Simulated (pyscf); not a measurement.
A first-order saddle from PySCF, ωB97X-D3(BJ)/def2-SVP:

```
Si
O 1 1.6574
H 2 0.9631 1 114.26
O 1 1.7381 2 98.74 3 173.05
Si 4 1.6477 1 98.07 2 -116.49
O 5 1.7210 4 89.33 1 -4.84
H 6 1.1274 5 159.28 4 42.83
H 7 1.1441 6 136.55 5 -47.49
H 1 1.4751 2 120.22 3 -75.24
H 5 1.4809 4 115.71 1 -117.23
H 5 1.4810 10 111.76 6 -124.18
```

Surface: singlet, charge 0. Lowest wavenumbers (cm⁻¹): 1363i, 106, 137, 339, 382.

Problem. Name the species on either side of this saddle.

Solution. `[OH][SiH2][O][SiH2][OH]` ⇌ `[OH][SiH]1[O][SiH2][O]1` + `[H][H]`, a concerted two-bond exchange read from left to right: H–O, H–Si broken and O–Si, H–H formed. At ωB97M-D3(BJ)/def2-TZVP it lies +2.35 eV from the left side and +2.11 eV from the right (each side as separated species at their lowest minima found). On the product side the descent ends in an adduct with a Si–Si contact, 0.02 eV over the separated species and 2.13 eV under the saddle at ωB97X-D3(BJ)/def2-TZVP. cyclic H₄O₃Si₂ (SMILES O[SiH]1O[SiH2]O1) is closed by a dative Si–Si contact. This is the saddle that the search found; another between the same sides may lie lower.
